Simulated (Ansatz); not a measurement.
Consider the substitution at a C–C bond: `CC(N)(F)S` + H–F → `NC(F)(F)S` + CH₄.

Isolated molecules relaxed with PBE0-D4/def2-TZVP in Ansatz; ΔE leaves out vibrations. CBS: MP2 limit from def2 TZ/QZ plus the TZ coupled-cluster correction, frozen cores. This one scheme is used for every species. One conformer a species, not always the lowest.

```json
{"species": "`CC(N)(F)S`", "CCSD(T)/CBS(def2) energy (Eh)": "-631.98913"}
{"species": "H–F", "CCSD(T)/CBS(def2) energy (Eh)": "-100.39570"}
{"species": "`NC(F)(F)S`", "CCSD(T)/CBS(def2) energy (Eh)": "-691.91202"}
{"species": "CH₄", "CCSD(T)/CBS(def2) energy (Eh)": "-40.46206"}
```

Work out ΔE.

ΔE = (-691.91202) + (-40.46206) − (-631.98913) − (-100.39570) = 0.01075 Eh = +6.7 kcal/mol.

Largest T1 diagnostic among the species: 0.012.

From PBE to PBE0 (25 % exact exchange), in def2-TZVPP and without D4, ΔE moves by +1.0 kcal/mol. Leaving LDA and LC-ωPBE aside and taking each functional with its dispersion term where it has one, the values, not all of them listed here, spread over 4.4 kcal/mol, from B97M-V to PBE-QIDH. LDA lies +1.1 kcal/mol from PBE without D4. At CCSD(T), def2-SVP lies −5.4 kcal/mol from the extrapolated value and def2-TZVPP −1.5 kcal/mol.
